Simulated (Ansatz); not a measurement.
# C2H4Si: the cost of one run

Program: Ansatz 0.2.0. Level of theory: the levels named in each step. These are calculated values, not measurements.

### Step 1. The system as given

Bond lengths: C1–C2 1.202 Å, C2–Si3 1.848 Å, C1–H4 1.053 Å, Si3–H5 1.465 Å, Si3–H6 1.466 Å, Si3–H7 1.465 Å. Angles: C1–C2–Si3 179.7°, C2–C1–H4 179.9°, C2–Si3–H5 108.2°, C2–Si3–H6 108.0°, C2–Si3–H7 108.1°, H5–Si3–H6 110.8°, H5–Si3–H7 110.8°, H6–Si3–H7 110.8°.

As a file:

```xyz
7

C     1.9402   -0.1102   -0.1966
C     0.7461   -0.0452   -0.0739
Si   -1.0899    0.0627    0.1098
H     2.9859   -0.1670   -0.3024
H    -1.6453    0.5820   -1.1424
H    -1.5977   -1.2844    0.3851
H    -1.3842    0.9670    1.2246
```

### Step 2. A rough first relaxation, PBE-D4/def2-SVP

This run stands in another session on the same molecule. It ended at:

```xyz
7

C     1.9697   -0.1113   -0.1996
C     0.7495   -0.0440   -0.0748
Si   -1.0759    0.0610    0.1089
H     3.0452   -0.1709   -0.3084
H    -1.6813    0.5917   -1.1597
H    -1.6350   -1.3045    0.3925
H    -1.4170    0.9829    1.2454
```

### Step 3. Relaxation, PBE0-D4/def2-TZVPP

This run stands in another session on the same molecule. It ended at:

```xyz
7

C     1.9415   -0.1099   -0.1963
C     0.7437   -0.0420   -0.0752
Si   -1.0672    0.0609    0.1079
H     2.9998   -0.1698   -0.3033
H    -1.6578    0.5848   -1.1473
H    -1.6094   -1.2907    0.3875
H    -1.3956    0.9716    1.2311
```

### Step 4. Frequencies, PBE0-D4/def2-TZVPP

File input.yaml:

```yaml
crystal:
  periodic: [false, false, false]
  atoms:
    - { symbol: C, position_ang: [1.94147278, -0.10985882, -0.19629565] }
    - { symbol: C, position_ang: [0.74374197, -0.04199124, -0.07515812] }
    - { symbol: Si, position_ang: [-1.06715467, 0.06086751, 0.10786488] }
    - { symbol: H, position_ang: [2.99984313, -0.16981361, -0.30333913] }
    - { symbol: H, position_ang: [-1.65782811, 0.58476299, -1.14734657] }
    - { symbol: H, position_ang: [-1.60942312, -1.29067001, 0.38749868] }
    - { symbol: H, position_ang: [-1.395552, 0.97160318, 1.23108592] }
basis:
  gaussian: { orbitals: def2-TZVPP }
hamiltonian:
  xc: pbe0
  dispersion: d4
phonons: {}
```

Launch:

```console
ansatz run input.yaml --threads 4 --pin off --max-ram 10240MiB --backend cpu --events-out ev --progress --plain --runs-dir out
```

What time and memory should one allow on 4 threads of Arm Neoverse V2, shared host?

About 38 s, with a peak of 0.29 GiB.
